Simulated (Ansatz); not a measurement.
Diamond was calculated with B3LYP (VWN-RPA form) (Ansatz, a program for electronic structure, PAW).

Input file:

Ansatz 0.2 input:
```yaml
crystal:
  lattice:
    - [0.0, 1.7688862629, 1.7688862629]
    - [1.7688862629, 0.0, 1.7688862629]
    - [1.7688862629, 1.7688862629, 0.0]
  atoms:
    - { symbol: C, position: [0.0, 0.0, 0.0] }
    - { symbol: C, position: [0.25, 0.25, 0.25] }
basis:
  ecutwfc: 460
  ecutrho_ratio: 4
  xc_grid: 2
kpoints:
  mp_grid: { grid: [12, 12, 12] }
hamiltonian:
  xc: b3lyp
  dispersion: none
  pseudopotentials: { kind: paw }
scf:
  occupations: { method: fermi_dirac, width: 0.01 }
  convergence: { dr2_threshold: 0.0000000002 }
output:
  forces: true
  stress: true
  eigenvalues: true
```

### Question
How many irreducible k-points, plane waves at Γ does the program set up, and what pressure does the run end with?

### Answer
72 irreducible k-points, 259 plane waves at Γ; P = 11.79 GPa, so the cell is compressed on average and its volume would grow at this level.

Excerpt of the program's output:

```
WARN output.stress: scf.exx.energy_threshold = 1e-6 eV is looser than the 2e-8 eV advised for a stress under a hybrid functional (1e-8 eV for each atom of the …
Crystal: 2 atoms, lattice volume = 11.070 Å³
Basis set: ecut = 460 eV, 259 PW (Γ), exchange–correlation on 36×36×36 points (8 copies of the dense FFT grid, shifted against one another)
Bands: 8, of which v1, the nominal top of the filled ones, is band 4 counted from 1 (3 counted from 0)
Symmetry: 48 space group operations
Space group: Fd-3m (ITA 227), of the structure as read, at distance tolerance 2.2e-5 Å
k-points: 72 of 1728
Functional: x = 0.1 slater + 0.9 b88, c = 0.19 vwn_rpa + 0.81 lyp, warm-up for x = 0.08 slater + 0.72 b88 + 0.2 exact, c = 0.19 vwn_rpa + 0.81 lyp
SCF iter   1: F=—  HF=-503.390659 eV  |F-HF|=—  |Δ(HF+E_count)|=         —  Δρ=1.65e-2  dr2=1.96e-2
SCF iter   2: F=—  HF=-503.382808 eV  |F-HF|=—  |Δ(HF+E_count)|=   7.85e-3  Δρ=6.41e-3  dr2=2.97e-3
  ...
Crystal: 2 atoms, lattice volume = 11.070 Å³
Initial density: handed on by an earlier stage of this run
Functional: x = 0.08 slater + 0.72 b88 + 0.2 exact, c = 0.19 vwn_rpa + 0.81 lyp
Crystal: 2 atoms, lattice volume = 11.070 Å³
SCF iter   3: F=—  HF=-503.826731 eV  |F-HF|=—  |Δ(HF+E_count)|=   4.43e-8  Δρ=4.25e-6  dr2=5.32e-10
SCF iter   4: F=-503.826731 eV  HF=-503.826731 eV  |F-HF|=3.41e-13  |Δ(HF+E_count)|=  1.20e-10  Δρ=5.82e-7  dr2=3.48e-11
SCF 3 converged in 4 iterations: F = -503.826731 eV  dr2 = 3.48e-11
Free energy (F): -503.826731 eV
Internal energy: -503.826731 eV  (E = F + TS)
E sigma→0 (E₀):  -503.826731 eV
Fermi energy:    16.068631 eV
--- Forces (eV/Å), atoms counted from 1 ---
  atom   1  C     -0.00000000     0.00000000     0.00000000
  atom   2  C      0.00000000    -0.00000000    -0.00000000
--- Stress (GPa, compression-positive) ---
       11.790996       0.000000      -0.000000
       -0.000000      11.790996      -0.000000
       -0.000000       0.000000      11.790996
  P = ⅓ Tr σ = 11.7910 GPa (117.910 kbar)
```

The cell is one volume of an energy–volume scan, off the minimum.

The PAW data were made under PBE.
